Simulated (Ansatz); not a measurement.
CH3NO, SMILES NC=O, the interaction energy of a dimer with the counterpoise correction

With Ansatz 0.2.0, Python API.

Run as a notebook:

```python
from dataclasses import dataclass

import ansatz as az
```

```python
@dataclass
class Settings:
    basis_set: str = "def2-SVP"
    functional: str = "r2scan"


settings = Settings()
```

```python
FIRST = [
    ("N", (0.1675, -0.6301, -0.322)),
    ("C", (-0.1311, 0.5725, 0.3276)),
    ("O", (-1.2722, 0.9084, 0.6937)),
    ("H", (-0.5866, -1.1916, -0.5235)),
    ("H", (1.0447, -0.858, -0.6611)),
    ("H", (0.7779, 1.1989, 0.4854)),
]
SECOND = [
    ("N", (-2.2289, 3.1819, -2.6105)),
    ("C", (-1.352, 2.5833, -1.6995)),
    ("O", (-0.7949, 3.184, -0.7625)),
    ("H", (-2.3538, 4.1295, -2.5054)),
    ("H", (-2.6091, 2.7256, -3.3745)),
    ("H", (-1.2113, 1.4967, -1.9073)),
]
```

```python
def energy(atoms, ghosts=()):
    molecule = az.Crystal.molecule()
    for symbol, xyz in atoms:
        molecule = molecule.atom(symbol, xyz)
    calc = (
        molecule.calculation()
        .basis(gaussian=settings.basis_set)
        .functional(settings.functional)
    )
    deck = calc.input()
    if ghosts:
        deck = deck.set(az.key.basis.gaussian.ghost_atoms, [{"symbol": s, "position_ang": list(xyz)} for s, xyz in ghosts])
    return az.Session.from_dict(deck).plan().execute().report["free_energy_ev"]
```

```python
# ghost atoms carry the functions of the partner
both = energy(FIRST + SECOND)
alone = energy(FIRST) + energy(SECOND)
ghosted = energy(FIRST, SECOND) + energy(SECOND, FIRST)
print(f"dimer {both:.6f} eV")
print(f"interaction, uncorrected   {23.060548 * (both - alone):8.3f} kcal/mol")
print(f"interaction, counterpoise  {23.060548 * (both - ghosted):8.3f} kcal/mol")
print(f"basis-set superposition    {23.060548 * (alone - ghosted):8.3f} kcal/mol")
```

    dimer -9233.739401 eV
    interaction, uncorrected      0.865 kcal/mol
    interaction, counterpoise     2.957 kcal/mol
    basis-set superposition       2.092 kcal/mol

Uncorrected it is 0.865 kcal/mol, with the counterpoise correction 2.957 kcal/mol; the difference, 2.09 kcal/mol, is the superposition error. In this basis both values are repulsive.

Reading the output:
- Total energies depend on the basis set; only differences at equal settings carry meaning.
- The dimer is a generated trial pose of unrelaxed monomers, not a minimum, so the figure is no binding energy, and the basis set is small.
- This level lacks the dispersion part of the attraction (electrostatics and induction are there), which can decide the sign where the interaction is weak.
- Wall time of the script: 17 s on 1 thread of Arm Neoverse V2 (shared host), peak memory 0.22 GiB.

(Lines on the test bed's own set-up are left out of the output.)
